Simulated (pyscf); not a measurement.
Optimised with ωB97X-D3(BJ)/def2-SVP in PySCF.

Problem. What is the homolytic dissociation enthalpy (298 K, ωB97M-D3(BJ)/def2-TZVP) of the N–N bond of `[NH2][N]=[GeH2]`, to NH₂• + [N=GeH₂]•?

Solution. N–N to NH₂• + [N=GeH₂]•: 69.8 kcal/mol. The 7 functionals that were run give +68.5 (ωB97X-D3(BJ)) to +78.2 kcal/mol (PBE). The radicals are drawn with the spin at the cut bond; how far it spreads was not checked. H₂N–N=GeH₂ lies 32.6 kcal/mol over its isomer H₂N–NH–GeH: [singlet], and others may lie lower still (electronic energy, ωB97M-D3(BJ)). [N=GeH₂]• lies 35.0 kcal/mol over its isomer [HN=GeH]•, and others may lie lower still (electronic energy, ωB97M-D3(BJ)). A restricted solution here is unstable towards spin polarisation, so biradical character is likely and single-reference numbers are less safe. Elements up to Kr have no core potential and no relativistic terms here.
